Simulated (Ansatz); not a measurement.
One change: `[BH2][AlH][SiH3]` becomes `[BH2][AlH][OH]`.

Ansatz, PBE0-D4/def2-TZVP geometries, multiplicity 1. Each molecule was computed in one conformer, which needn't be the lowest.

```tsv
property	`[BH2][AlH][SiH3]`
HOMO–LUMO gap (ωB97M-V/def2-TZVPP) / eV	8.67
ideal-gas entropy at 298 K and 1 bar (rigid rotor, harmonic PBE0-D4/def2-TZVP) / J/(mol·K)	344
LUMO energy (ωB97M-V/def2-TZVPP) / eV	-0.50
LUMO energy (B3LYP/def2-TZVPP) / eV	-2.59
HOMO–LUMO gap (PBE0/def2-TZVPP) / eV	4.78
zero-point energy (PBE0-D4/def2-TZVP) / kJ/mol	131.1
```

What does the change do to each property? (An estimate is asked.)

The calculation gave: 
```csv
property,`[BH2][AlH][OH]`,shift
HOMO–LUMO gap (ωB97M-V/def2-TZVPP) / eV,9.24,0.57
"ideal-gas entropy at 298 K and 1 bar (rigid rotor, harmonic PBE0-D4/def2-TZVP) / J/(mol·K)",298,-46
LUMO energy (ωB97M-V/def2-TZVPP) / eV,-0.40,0.10
LUMO energy (B3LYP/def2-TZVPP) / eV,-2.56,0.03
HOMO–LUMO gap (PBE0/def2-TZVPP) / eV,5.14,0.36
zero-point energy (PBE0-D4/def2-TZVP) / kJ/mol,104.0,-27.1
```

The zero-point energy changes by -27.1 kJ/mol with -6 modes. Modes under 60 cm⁻¹, often nearly free rotors, make the harmonic entropy too high.

B3LYP here is the variant with VWN-RPA as its local correlation; programs differ in this.
